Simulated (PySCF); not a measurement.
Compound: sulfur trioxide, SO₃.
Cartesian coordinates in Å at the PBE0-D3(BJ)/def2-TZVP level; atoms count from 1:
```
atom  x, y, z in Å
O1    -0.9691    1.0208   -0.0565
S2     0.0094   -0.0064   -0.0082
O3     1.3884    0.3280    0.0290
O4    -0.3908   -1.3681    0.0025
```

The closed-shell ground state was solved at several levels (PySCF, density fitting, gas phase, non-relativistic). Geometry: PBE0-D3(BJ)/def2-TZVP; no solvent, vibrations or thermal averaging. The dipole stays under 0.02 D at every level.

```csv
level,basis functions,total energy (Eh),HOMO (eV),LUMO (eV),gap (eV)
PBE0/aug-cc-pVTZ,188,-623.5425,-10.10,-2.54,7.56
CAM-B3LYP/aug-cc-pVTZ,188,-623.8528,-11.61,-1.58,10.03
wB97X-D/aug-cc-pVTZ,188,-623.8325,-12.01,-0.71,11.30
```

Task: Estimate the row for PBE0/pcSseg-2, a basis of 151 functions; the other rows only guide the guess.

Result: Total energy -623.5642 Eh, HOMO -10.12 eV, LUMO -2.44 eV, gap 7.68 eV.

Task: Over all these levels, which gives the widest orbital gap and which the narrowest?

Result: wB97X-D/aug-cc-pVTZ (range-separated hybrid) has the widest, 11.30 eV, and PBE0/aug-cc-pVTZ (global hybrid, 25 % exact exchange) the narrowest, 7.56 eV. The two share the basis. From the narrowest to the widest the HOMO moves by -1.91 eV and the LUMO by +1.83 eV.

The pairwise dispersion term of wB97X-D wasn't added to the energies; at a given geometry it leaves orbitals and properties as they are.
